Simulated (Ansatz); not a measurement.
# CH₇FSi: a barrier at many levels of theory

How high is the barrier of this step (Si1–F7 formed, C2–H6 formed, Si1–C2 broken, H6–F7 broken), and how far do cheaper methods land from CCSD(T)?

Program: Ansatz 0.2.0, Gaussian basis. Level of theory: single points in def2-TZVPP on PBE0-D4/def2-TZVP structures. These are calculated values, not measurements.

Levels: SPW92, PBE-D4, BLYP-D4, r2SCAN-D4, B97M-V, PBE0-D4, B3LYP-D4, r2SCAN0-D4, BHLYP-D4, CAM-B3LYP-D4, wB97X-V, wB97M-V, B2PLYP, PBE-QIDH, RPA on PBE, Hartree-Fock, MP2, CCSD, CCSD(T). The reference is CCSD(T) at the basis limit, from triple and quadruple zeta. Zero-point energies come from PBE0-D4 vibrations.

Correlated methods freeze the cores. B3LYP uses VWN-RPA correlation. B2PLYP carries no dispersion term here.

23 further runs of the same task are left out: 23 set aside as unsound or not needed.

### 1 The three structures

Charge 0, multiplicity 1. The folders r, ts and p hold the start, the saddle and the end; their coordinates stand in the first inputs.

| pair | r (Å) | ts (Å) | p (Å) |
| --- | --- | --- | --- |
| Si1–F7 | 3.497 | 1.952 | 1.601 |
| C2–H6 | 3.074 | 1.316 | 1.089 |
| Si1–C2 | 1.864 | 2.122 | 4.152 |
| H6–F7 | 0.928 | 1.216 | 2.701 |

### 2 wB97M-V/def2-TZVPP

The input, r/in.yaml:

```yaml
crystal:
  periodic: [false, false, false]
  atoms:
    - {symbol: Si, position_ang: [-0.711205, -0.624197, -0.424222]}
    - {symbol: C, position_ang: [-0.481877, 0.852314, 0.690550]}
    - {symbol: H, position_ang: [-0.878357, -1.883180, 0.345083]}
    - {symbol: H, position_ang: [0.496046, -0.807192, -1.297765]}
    - {symbol: H, position_ang: [-1.862323, -0.456083, -1.347902]}
    - {symbol: H, position_ang: [2.002370, -0.401899, -0.615883]}
    - {symbol: F, position_ang: [2.740083, -0.152594, -0.110764]}
    - {symbol: H, position_ang: [-0.353087, 1.764408, 0.103732]}
    - {symbol: H, position_ang: [-1.352784, 0.982213, 1.336880]}
    - {symbol: H, position_ang: [0.401132, 0.726212, 1.320392]}
basis:
  gaussian: {orbitals: def2-TZVPP}
hamiltonian: {xc: {name: wB97M-V}}
```

The input, ts/in.yaml:

```yaml
crystal:
  periodic: [false, false, false]
  atoms:
    - {symbol: Si, position_ang: [-0.241107, -0.790830, -0.617592]}
    - {symbol: C, position_ang: [-0.058345, 0.913494, 0.632665]}
    - {symbol: H, position_ang: [-0.299302, -2.123142, 0.022234]}
    - {symbol: H, position_ang: [0.191945, -0.672072, -2.026905]}
    - {symbol: H, position_ang: [-1.690908, -0.409992, -0.695436]}
    - {symbol: H, position_ang: [0.967070, 0.144415, 0.334288]}
    - {symbol: F, position_ang: [1.649665, -0.747142, -0.133242]}
    - {symbol: H, position_ang: [-0.460901, 1.641268, -0.069505]}
    - {symbol: H, position_ang: [-0.806147, 0.623483, 1.368470]}
    - {symbol: H, position_ang: [0.748030, 1.420519, 1.185125]}
basis:
  gaussian: {orbitals: def2-TZVPP}
hamiltonian: {xc: {name: wB97M-V}}
```

The input, p/in.yaml:

```yaml
crystal:
  periodic: [false, false, false]
  atoms:
    - {symbol: Si, position_ang: [-0.118829, -1.687674, -1.221167]}
    - {symbol: C, position_ang: [0.083387, 1.676290, 1.204494]}
    - {symbol: H, position_ang: [-0.431627, -3.057705, -0.751080]}
    - {symbol: H, position_ang: [0.035150, -1.663699, -2.694775]}
    - {symbol: H, position_ang: [-1.168292, -0.735431, -0.790189]}
    - {symbol: H, position_ang: [0.874113, 0.987491, 0.909265]}
    - {symbol: F, position_ang: [1.271429, -1.239453, -0.565786]}
    - {symbol: H, position_ang: [-0.349073, 2.136828, 0.316270]}
    - {symbol: H, position_ang: [-0.691838, 1.131597, 1.743368]}
    - {symbol: H, position_ang: [0.495580, 2.451756, 1.849702]}
basis:
  gaussian: {orbitals: def2-TZVPP}
hamiltonian: {xc: {name: wB97M-V}}
```

The command line of these runs was not kept.

Further steps of the session: CCSD(T)/def2-TZVPP; MP2/def2-QZVPP; Vibrations of the start structure; Vibrations of the end structure.

Before running it: what results should come out? Wanted: barrier, CCSD(T)/CBS; reverse barrier, CCSD(T)/CBS; step energy, CCSD(T)/CBS; barrier with zero-point energy; step energy with zero-point energy; imaginary mode at the saddle; largest T1 diagnostic.

The runs gave:

| quantity | value |
| --- | --- |
| barrier, CCSD(T)/CBS | 1.776 eV |
| reverse barrier, CCSD(T)/CBS | 3.091 eV |
| step energy, CCSD(T)/CBS | -1.315 eV |
| barrier with zero-point energy | 1.729 eV |
| step energy with zero-point energy | -1.307 eV |
| imaginary mode at the saddle | 988i cm⁻¹ |
| largest T1 diagnostic | 0.012 |

In words: The functionals run from B2PLYP, off by -0.026 eV, to SPW92, off by -0.655 eV, against CCSD(T)/CBS. Mean unsigned error by rung: LDA 0.655, GGA 0.257, meta-GGA 0.160, hybrid 0.117, range-separated hybrid 0.093, double hybrid 0.041 eV. PBE-D4 gives a barrier 0.337 eV too low, outside chemical accuracy (1 kcal/mol, 0.043 eV). Every functional without exact exchange puts the barrier too low, the usual mark of self-interaction error, which favours the spread-out density of a saddle. The barrier rises with the share of exact exchange, from BLYP-D4 through B3LYP-D4 to BHLYP-D4 (-0.177, -0.060, +0.126 eV). Hartree-Fock, with no correlation, is off by +0.627 eV. Zero-point motion lowers the barrier by 0.048 eV. The end structure keeps an imaginary mode: no true minimum.
